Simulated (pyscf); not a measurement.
Elementary routes open to H₃C–Ga(OH)–OH + H₂ in the gas phase (singlet surface):
A. H₃C–GaH–OH + H₂O (Ga–O, H–H broken; Ga–H, H–O formed)
B. HO–GaH–OH + CH₄ (C–Ga, H–H broken; Ga–H, C–H formed)

PySCF, gas phase, ωB97X-D3(BJ)/def2-SVP geometries.

Task: Rank the routes by free-energy barrier at 600 K, lowest first, for ωB97M-D3(BJ)/def2-TZVP energies (ideal gas, 1 atm, RRHO with modes under 100 cm⁻¹ raised to 100, one conformer, R ln 2 for chiral ones without a mode under 150 cm⁻¹).

Result: A (1.84 eV), B (2.79 eV)

Route A is the fastest of these, ahead of the next by 0.95 eV. The most stable products are those of B (ΔG = -0.29 eV), whose barrier is 0.95 eV higher: the kinetic and the thermodynamic product differ. At 1200 K A is still the fastest. A: On the product side the descent ends in an adduct with a Ga–O contact (not fully relaxed), 0.69 eV under the separated species and 1.21 eV under the saddle at ωB97X-D3(BJ)/def2-TZVP. Only these routes are compared; each barrier is that of the saddle found, and lower ones may exist. Elements up to Kr have no core potential and no relativistic terms here.
